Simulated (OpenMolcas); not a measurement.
**AlHClF (SMILES [F][AlH][Cl]): a chain of runs**

Aim: the energy (UHF/STO-3G), then the energy (CASSCF(2,2)/STO-3G), then a single-point energy (CASPT2(2,2)/STO-3G), then the energy (SC-NEVPT2(2,2)/STO-3G), then the energy (MRCI(2,2)/STO-3G) of AlHClF. 

Program for the calculation: OpenMolcas 26.06.

6 further runs of the same task are left out: 6 that didn't finish.

## (1) The structure to begin with

AlHClF has 4 atoms, charge 0, and is taken as a singlet. SMILES: `[F][AlH][Cl]`. The F1–Al2 distance was set to 3.298 Å, away from the relaxed value. At this shape a bond of the SMILES string is far longer than usual.

Bond lengths: Al2–Cl3 2.017 Å, Al2–H4 1.507 Å. Angles: Cl3–Al2–H4 124.6°.

## (2) A single-point energy at UHF/STO-3G (run 1)

step1.inp

```
* AlClFH Hartree-Fock
>>> EXPORT MOLCAS_PRINT=2
&GATEWAY
BASLIB=$CurrDir
COORD
4
angstrom
F        0.960513      -1.963886       2.477488
Al       0.062570       0.041320       0.018420
Cl      -1.614690      -0.246020      -1.063620
H        1.040570       1.165980      -0.202740
BASIS=STO-3G
GROUP=NoSym
&SEWARD
&SCF
UHF
SCRAMBLE=0.25
PRORBITALS=1 1
```

The basis set STO-3G is read from a file made from the Basis Set Exchange's data (not shown).

On the command line:

```console
$ export MOLCAS_MEM=1860
$ pymolcas step1.inp > step1.log
```

Log:

```text
--- Start Module: gateway ---
[...]
--- Stop Module: gateway /rc=_RC_ALL_IS_WELL_ ---
--- Start Module: seward ---
[...]
      Basis functions           24
--- Stop Module: seward /rc=_RC_ALL_IS_WELL_ ---
--- Start Module: scf ---
[...]
       Convergence after  97 Iterations
[...]
::    Total SCF energy                               -792.1811494255
[...]
      Total spin, S                                     0.6201566317
[...]
      Total electronic charge=   40.000000
      Total            charge=   -0.000000
[...]
      Dipole Moment (debye):
      Origin of the operator (angstrom)=   -0.4329   -0.5323    0.1241
                   X=  2.5403E+00               Y= -2.7280E-01               Z=  2.2689E+00           Total=  3.4169E+00
      Quadrupole Moment (debye*angstrom):
[...]
--- Stop Module: scf /rc=_RC_ALL_IS_WELL_ ---
[...]
```

Run time: 3.9 s. Hardware: 1 thread of Arm Neoverse V1, shared host; peak memory 0.37 GiB.

## (3) A single-point energy at CASSCF(2,2)/STO-3G (run 2)

step2.inp

```
* AlClFH CASSCF

&gateway
 baslib=$CurrDir
 coord
 4
 angstrom
 F        0.960513      -1.963886       2.477488
 Al       0.062570       0.041320       0.018420
 Cl      -1.614690      -0.246020      -1.063620
 H        1.040570       1.165980      -0.202740
 basis=STO-3G
 group=NoSym

&seward

&rasscf
 fileorb=$CurrDir/step1.UnaOrb
 spin=1
 nactel=2 0 0
 inactive=19
 ras2=2
 orblisting=Nothing
```

The basis set STO-3G is read from a file made from the Basis Set Exchange's data (not shown).

On the command line:

```console
$ export MOLCAS_MEM=1860
$ pymolcas step2.inp > step2.log
```

Log:

```text
--- Start Module: gateway ---
[...]
--- Stop Module: gateway /rc=_RC_ALL_IS_WELL_ ---
--- Start Module: seward ---
[...]
      Basis functions           24
--- Stop Module: seward /rc=_RC_ALL_IS_WELL_ ---
--- Start Module: rasscf ---
[...]
      Number of active orbitals                  2
[...]
      Spin quantum number                      0.0
[...]
      Active orbitals                            2
[...]
      Number of CSFs                             3
[...]
      Number of root(s) required                 1
[...]
      Convergence after 21 iterations
[...]
      printout of CI-coefficients larger than  0.05 for root  1
      energy=    -792.181559
      conf/sym  11     Coeff  Weight
             1  20  -0.75796 0.57451
             3  02   0.65230 0.42549
      Natural orbitals and occupation numbers for root  1
      sym 1:   1.149011   0.850989
      ************************************************************************************************************************
      *                                                    Final results                                                     *
[...]
::    RASSCF root number  1 Total energy:   -792.18155880
[...]
      Total electronic charge=   40.000000
      Total            charge=   -0.000000
[...]
      Dipole Moment (debye):
      Origin of the operator (angstrom)=   -0.4329   -0.5323    0.1241
                   X=  2.5068E+00               Y= -2.3853E-01               Z=  2.2128E+00           Total=  3.3522E+00
      Quadrupole Moment (debye*angstrom):
[...]
--- Stop Module: rasscf /rc=_RC_ALL_IS_WELL_ ---
[...]
```

It took 2.1 s on 1 thread of Arm Neoverse V1, shared host; peak memory 0.37 GiB.

## (4) A single-point energy at CASPT2(2,2)/STO-3G (run 3)

step3.inp

```
* AlClFH CASPT2
&GATEWAY
BASLIB
$CurrDir
COORD
4
angstrom
F        0.960513      -1.963886       2.477488
Al       0.062570       0.041320       0.018420
Cl      -1.614690      -0.246020      -1.063620
H        1.040570       1.165980      -0.202740
BASIS
STO-3G
GROUP
NoSym
&SEWARD
&RASSCF
FILEORB
$CurrDir/step2.RasOrb
SPIN
1
NACTEL
2 0 0
INACTIVE
19
RAS2
2
ORBLISTING
Nothing
&CASPT2
IMAGINARY
0.1
FROZEN
11
```

The basis set STO-3G is read from a file made from the Basis Set Exchange's data (not shown).

On the command line:

```console
$ export MOLCAS_MEM=1860
$ pymolcas step3.inp > step3.log
```

Log:

```text
--- Start Module: gateway ---
[...]
--- Stop Module: gateway /rc=_RC_ALL_IS_WELL_ ---
[...]
      Basis functions           24
[...]
--- Start Module: rasscf ---
[...]
      Number of active orbitals                  2
[...]
      Spin quantum number                      0.0
[...]
      Active orbitals                            2
[...]
      Number of CSFs                             3
[...]
      Number of root(s) required                 1
[...]
      Convergence after  4 iterations
[...]
      printout of CI-coefficients larger than  0.05 for root  1
      energy=    -792.181559
      conf/sym  11     Coeff  Weight
             1  20  -0.75796 0.57451
             3  02   0.65230 0.42549
      Natural orbitals and occupation numbers for root  1
      sym 1:   1.149010   0.850990
      ************************************************************************************************************************
      *                                                    Final results                                                     *
[...]
::    RASSCF root number  1 Total energy:   -792.18155880
[...]
      Total electronic charge=   40.000000
      Total            charge=   -0.000000
[...]
      Dipole Moment (debye):
      Origin of the operator (angstrom)=   -0.4329   -0.5323    0.1241
                   X=  2.5068E+00               Y= -2.3853E-01               Z=  2.2128E+00           Total=  3.3522E+00
      Quadrupole Moment (debye*angstrom):
[...]
--- Stop Module: rasscf /rc=_RC_ALL_IS_WELL_ ---
--- Start Module: caspt2 ---
[...]
      E2 (Variational):          -0.0215464519
      Total energy:            -792.2031052504
[...]
      Reference weight:           0.98774
[...]
::    CASPT2 Root  1     Total energy:   -792.20310525
[...]
--- Stop Module: caspt2 /rc=_RC_ALL_IS_WELL_ ---
[...]
```

Run time: 1.8 s. Hardware: 1 thread of Arm Neoverse V1, shared host; peak memory 0.37 GiB.

## (5) A single-point energy at SC-NEVPT2(2,2)/STO-3G (run 4)

step4.inp

```
* AlClFH NEVPT2
&GATEWAY
BasLib = $CurrDir
Coord
4
angstrom
F        0.960513      -1.963886       2.477488
Al       0.062570       0.041320       0.018420
Cl      -1.614690      -0.246020      -1.063620
H        1.040570       1.165980      -0.202740
Basis = STO-3G
Group = NoSym
&SEWARD
&RASSCF
FileOrb = $CurrDir/step2.RasOrb
Spin = 1
Nactel = 2 0 0
Inactive = 19
Ras2 = 2
OrbListing = Nothing
&CASPT2
SC-NEVPT2
Frozen = 11
```

The basis set STO-3G is read from a file made from the Basis Set Exchange's data (not shown).

On the command line:

```console
$ export MOLCAS_MEM=1860
$ pymolcas step4.inp > step4.log
```

Log:

```text
--- Start Module: gateway ---
[...]
--- Stop Module: gateway /rc=_RC_ALL_IS_WELL_ ---
[...]
      Basis functions           24
[...]
--- Start Module: rasscf ---
[...]
      Number of active orbitals                  2
[...]
      Spin quantum number                      0.0
[...]
      Active orbitals                            2
[...]
      Number of CSFs                             3
[...]
      Number of root(s) required                 1
[...]
      Convergence after  4 iterations
[...]
      printout of CI-coefficients larger than  0.05 for root  1
      energy=    -792.181559
      conf/sym  11     Coeff  Weight
             1  20  -0.75796 0.57451
             3  02   0.65230 0.42549
      Natural orbitals and occupation numbers for root  1
      sym 1:   1.149010   0.850990
      ************************************************************************************************************************
      *                                                    Final results                                                     *
[...]
::    RASSCF root number  1 Total energy:   -792.18155880
[...]
      Total electronic charge=   40.000000
      Total            charge=   -0.000000
[...]
      Dipole Moment (debye):
      Origin of the operator (angstrom)=   -0.4329   -0.5323    0.1241
                   X=  2.5068E+00               Y= -2.3853E-01               Z=  2.2128E+00           Total=  3.3522E+00
      Quadrupole Moment (debye*angstrom):
[...]
--- Stop Module: rasscf /rc=_RC_ALL_IS_WELL_ ---
--- Start Module: caspt2 ---
[...]
      E2 (Variational):          -0.0210927586
[...]
      E2 (Variational):          -0.0210877057
      Total energy:            -792.2026465041
[...]
      Reference weight:           0.98812
[...]
::    SC-NEVPT2 Root  1     Total energy:   -792.20264650
[...]
--- Stop Module: caspt2 /rc=_RC_ALL_IS_WELL_ ---
[...]
```

Run time: 1.8 s. Hardware: 1 thread of Arm Neoverse V1, shared host; peak memory 0.37 GiB.

## (6) The energy at MRCI(2,2)/STO-3G (run 5)

step5.inp

```
* AlClFH MRCI
>>> EXPORT MOLCAS_PRINT=2

&GATEWAY
  BASLIB = $CurrDir
  COORD
  4
  angstrom
  F        0.960513      -1.963886       2.477488
  Al       0.062570       0.041320       0.018420
  Cl      -1.614690      -0.246020      -1.063620
  H        1.040570       1.165980      -0.202740
  BASIS = STO-3G
  GROUP = NoSym

&SEWARD

&RASSCF
  FILEORB = $CurrDir/step2.RasOrb
  SPIN = 1
  NACTEL = 2 0 0
  INACTIVE = 19
  RAS2 = 2
  ORBLISTING = Nothing

&MOTRA
  LUMORB
  FROZEN = 11

&GUGA
  ELECTRONS = 18
  SPIN = 1
  INACTIVE = 8
  ACTIVE = 2
  CIALL = 1

&MRCI
  SDCI
```

The basis set STO-3G is read from a file made from the Basis Set Exchange's data (not shown).

On the command line:

```console
$ export MOLCAS_MEM=1860
$ pymolcas step5.inp > step5.log
```

Log:

```text
--- Start Module: gateway ---
[...]
--- Stop Module: gateway /rc=_RC_ALL_IS_WELL_ ---
[...]
      Basis functions           24
[...]
      Number of active orbitals                  2
[...]
      Spin quantum number                      0.0
[...]
      Active orbitals                            2
[...]
      Number of CSFs                             3
[...]
      Number of root(s) required                 1
[...]
      Convergence after  4 iterations
[...]
      printout of CI-coefficients larger than  0.05 for root  1
      energy=    -792.181559
      conf/sym  11     Coeff  Weight
             1  20  -0.75796 0.57451
             3  02   0.65230 0.42549
      Natural orbitals and occupation numbers for root  1
      sym 1:   1.149010   0.850990
      ************************************************************************************************************************
      *                                                    Final results                                                     *
[...]
::    RASSCF root number  1 Total energy:   -792.18155880
[...]
      Dipole Moment (debye):
      Origin of the operator (angstrom)=   -0.4329   -0.5323    0.1241
                   X=  2.5068E+00               Y= -2.3853E-01               Z=  2.2128E+00           Total=  3.3522E+00
      Quadrupole Moment (debye*angstrom):
[...]
--- Start Module: guga ---
[...]
--- Stop Module: guga /rc=_RC_ALL_IS_WELL_ ---
[...]
       (But an ACPF correction will be computed)
       USE THE DEFAULT ACPF G-VALUE GFAC=  0.11111111111111110
[...]
                      CI ENERGY:  -792.21226010
[...]
                ACPF CORRECTION:    -0.00080204
[...]
      Total electronic charge=   40.000000
      Total            charge=    0.000000
[...]
     ACPF CORRECTION:     -0.00080204
[...]
  CI State   1     Total energy:   -792.21226010     QDav:     -0.00090525     QACPF:     -0.00080204
[...]
```

Wall time 2 s (1 thread of Arm Neoverse V1, shared host); peak memory 0.37 GiB.

## (7) Outcome

| quantity | value |
| --- | --- |
| run 1, UHF/STO-3G: total energy | -792.18115 Eh |
| run 1, UHF/STO-3G: dipole moment | 3.42 D |
| run 1, UHF/STO-3G: HOMO energy | -5.19 eV |
| run 1, UHF/STO-3G: LUMO energy | 7.05 eV |
| run 1, UHF/STO-3G: HOMO–LUMO gap | 12.24 eV |
| run 1, UHF/STO-3G: ⟨S²⟩ | 1.005 |
| run 2, CASSCF(2,2)/STO-3G: total energy | -792.18156 Eh |
| run 2, CASSCF(2,2)/STO-3G: dipole moment (CASSCF density) | 3.35 D |
| run 3, CASPT2(2,2)/STO-3G: total energy | -792.20311 Eh |
| run 3, CASPT2(2,2)/STO-3G: dipole moment (CASSCF density) | 3.35 D |
| run 4, SC-NEVPT2(2,2)/STO-3G: total energy | -792.20265 Eh |
| run 4, SC-NEVPT2(2,2)/STO-3G: dipole moment (CASSCF density) | 3.35 D |
| run 5, MRCI(2,2)/STO-3G: total energy | -792.21226 Eh |
| run 5, MRCI(2,2)/STO-3G: dipole moment (CASSCF density) | 3.35 D |

⟨S²⟩ (run 1, UHF/STO-3G) is 1.00 where a pure singlet has 0.00: the reference is spin-contaminated. Mulliken charges (run 3, CASPT2(2,2)/STO-3G) of the CASSCF density run from -0.53 on Cl3 to +0.80 on Al2. Mulliken charges (run 5, MRCI(2,2)/STO-3G) of the CASSCF density run from -0.53 on Cl3 to +0.80 on Al2; they depend strongly on the basis.
